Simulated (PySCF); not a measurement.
Gas-phase reaction: 2 SiCl3 → 2 Si + 3 Cl2

Method: PySCF energies plus ideal-gas RRHO corrections (1 bar). The comparison is the NASA 1993 polynomial table, which mixes measured and estimated data. After a fit of one offset per element over all species, the range-separated, M06-2X, PBE0/def2-QZVP and CCSD(T)/def2-TZVPP enthalpies, where run, lie to one side of the table for SiCl3 (+68 kJ/mol): a fault of the table's entry, another state or a shared error of the levels is possible; this was not checked at source. † marks an energy on the PBE0/def2-TZVP geometry and frequencies; other levels use their own. Open shells (unrestricted): SiCl3 (multiplicity 2), Si (multiplicity 3); the rest are closed-shell singlets. Spin-orbit splitting is ignored; it lowers the true energy and changes the entropy of Si. For this reaction the table lies outside the span of B3LYP, CCSD(T), M06-2X, MP2, PBE0, r2SCAN, ωB97M-V, ωB97X-V in their largest bases here; which side is off was not settled. The table's entry may be an old estimate for SiCl3 (not checked at source).

PBE/def2-SVP gives ΔH°(298 K) = 1551.7 kJ.

What does r2SCAN/def2-TZVP† give, and where does the table lie?

r2SCAN/def2-TZVP†: 1621.6 kJ. Table: 1680.7 kJ.
